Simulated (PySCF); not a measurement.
## CH⁻: from constants to spectrum

UHF-CCSD(T) constants of CH⁻, ³Σ⁻ (triplet), unpaired electrons π ↑↑ (H aug-pcseg-1, C aug-pcseg-1; no relativity (PySCF 2.14); masses 1.0078 and 12.0000 u):

| Item | Value |
| --- | --- |
| ωe | 2630.9 cm⁻¹ |
| ωexe | 83.5 cm⁻¹ |
| Be | 13.808 cm⁻¹ |
| αe | 0.653 cm⁻¹ |
| De to H + C⁻ | 3.32 eV |

(1) What force constant and bond length do these constants imply?

(2) Estimate the centrifugal constant D from the Kratzer relation and find the Dunham coefficient a1.

Correlated steps freeze 1 core orbital. Correlated levels converge slowly with the basis: in double zeta they bind strong bonds too weakly, by up to about 1 eV, and carry superposition errors of some tenths. For an ion De counts to the pair picked by the measured ionisation energies or electron affinities, which need not be the lowest pair at this level. The state was picked by a PBE0 search and need not be the measured ground state.

## Answers

(1) Reduced mass μred = 0.92974 u; k = 5.8918×10⁻⁷·μred·ωe² (u, cm⁻¹, mdyn/Å) = 3.79 mdyn/Å; Re = √(16.8576/(μred·Be)) (u, cm⁻¹, Å) = 1.146 Å.

(2) D = 4Be³/ωe² = 0.00152 cm⁻¹; a1 = −1 − αeωe/(6Be²) = -2.50.
